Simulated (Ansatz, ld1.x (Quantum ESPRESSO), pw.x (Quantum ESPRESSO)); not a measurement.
## From atom to crystal: TM potential for rhodium (Rh)

```
Element                 : Rh
Generator               : ld1.x (Quantum ESPRESSO) 7.5
Type                    : norm-conserving Troullier–Martins (Kleinman–Bylander form)
Functional              : PBE
Relativity              : scalar-relativistic
Frozen core             : [Kr]
Valence charge          : 9
Reference configuration : 4d8 5s1 5p0
Partial waves           : 5p (bound, empty): rc 4.00 bohr; 4d (bound): rc 2.00 bohr; 5s (bound): rc 2.90 bohr
Local potential         : the s channel
Core correction         : none
```

Atomic tests: cutoffs needed: 50 Ry and 70 Ry (the cutoffs (Ry, on a coarse ladder) from which the occupation-weighted sum of valence levels, in a spherical-Bessel basis at the reference potential, stays within 10 and 1 mRy of its value at 400 Ry); ghost test: no extra level below or beside the all-electron valence levels (p, d, s, f tested) (spherical-Bessel basis up to 400 Ry, 20 bohr box); configuration tests: 1 of 7 tests not solved or not reliable.

Crystal test: fcc Rh in pw.x 7.5, no spin, 15³ k-points, Fermi–Dirac smearing 0.01 Ry, cutoffs 85/340 Ry. The reference is all-electron LAPW (Ansatz 0.2.0) with the same functional, mesh and smearing; V0 and B0 come from Birch–Murnaghan fits to the pressures at five volumes. Errors are pseudo minus all-electron; Δ is the rms difference of the E(V) curves that follow from these fits, minima aligned, over ±6 % about the mean V0. Mesh and smearing are coarse, so the numbers serve the comparison and aren't converged zero-temperature values; the lattice is a test structure that the element need not adopt.

All-electron: a0 = 3.834 Å (V0 = 14.09 Å³/atom), B0 = 252.3 GPa.

Q: How far does the potential miss the all-electron equation of state?

A: mean pressure error (GPa): +13.46; a0 (Å): 3.896; a0 error (%): +1.62; B0 error (%): -2.7; Δ (meV/atom): 38.1. The largest radius (4.00 bohr) exceeds half the bond length (2.56 bohr), so the spheres overlap, which is one possible source of error among others. This is a poor potential for the solid. Atomic configuration tests: 1 of 7 tests not solved or not reliable.

```json
{"V (Å³/atom)": "13.416", "P all-electron (GPa)": "13.98", "P pseudo (GPa)": "30.75"}
{"V (Å³/atom)": "13.769", "P all-electron (GPa)": "6.11", "P pseudo (GPa)": "21.02"}
{"V (Å³/atom)": "14.122", "P all-electron (GPa)": "-0.63", "P pseudo (GPa)": "12.63"}
{"V (Å³/atom)": "14.475", "P all-electron (GPa)": "-6.40", "P pseudo (GPa)": "5.42"}
{"V (Å³/atom)": "14.828", "P all-electron (GPa)": "-11.32", "P pseudo (GPa)": "-0.78"}
```

Q: At the middle volume, how do free energy and pressure move when the wave cutoff is lowered (ecutrho kept at four times it)?

A:

| cutoff (Ry) | shift of F (meV/atom) | shift of P (GPa) |
| --- | --- | --- |
| 38 | +1190.1 | -82.89 |
| 51 | +27.4 | -2.95 |
| 68 | +7.7 | -0.07 |

The run at the middle volume (120 k-points, 6 iterations) took about 9.2 s on one core of a shared host (Neoverse-V2, 96 threads, 742 GiB, load 23).
